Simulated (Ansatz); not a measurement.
The same path of BH3O + H2 (7 atoms, charge 0, multiplicity 1) was run twice with different band settings. Lost on the way: H6–H7. Made: B1–H6, O2–H7.

All numbers below come from Ansatz, RKS B3LYP/def2-SVPD.

Relaxed end points:

```xyz
7
Properties=species:S:1:pos:R:3
B -0.081 -0.462 0.224
O -0.119 -0.941 1.488
H -1.002 -0.998 1.869
H 1.000 -0.372 -0.294
H -1.099 -0.152 -0.346
H -0.024 2.700 0.519
H 0.536 2.505 0.996
```

```xyz
7
Properties=species:S:1:pos:R:3
B -0.139 0.374 -0.100
O 0.025 -0.025 1.568
H -0.828 0.060 2.017
H 0.990 0.198 -0.500
H -0.965 -0.437 -0.456
H -0.515 1.530 -0.072
H 0.643 0.582 1.999
```

Common settings: movable images 7; climbing image yes; spring 5.0 eV/Å²; start path through a guess of the saddle point; force threshold 0.05 eV/Å; iteration limit 60; end points relaxed.

| run | optimiser | largest step |
| --- | --- | --- |
| 1 | quadratic models (default) | default |
| 2 | fire | 0.02 Å |

What does each run give, and how far can it be trusted?

Run 1: converged after 11 iterations, highest image 1.688 eV above the first end. A vibrational analysis at the climbing image gives one clearly imaginary mode, 1404i cm⁻¹: a first-order saddle point.
Run 2: converged after 52 iterations, highest image 1.687 eV above the first end. Another band between the same ends (7 images) ends at a top of the same energy, where a vibrational analysis finds 1 clearly imaginary mode.
The orbitals stay closed-shell, which can raise the energy where a bond breaks towards radicals; this wasn't checked here.
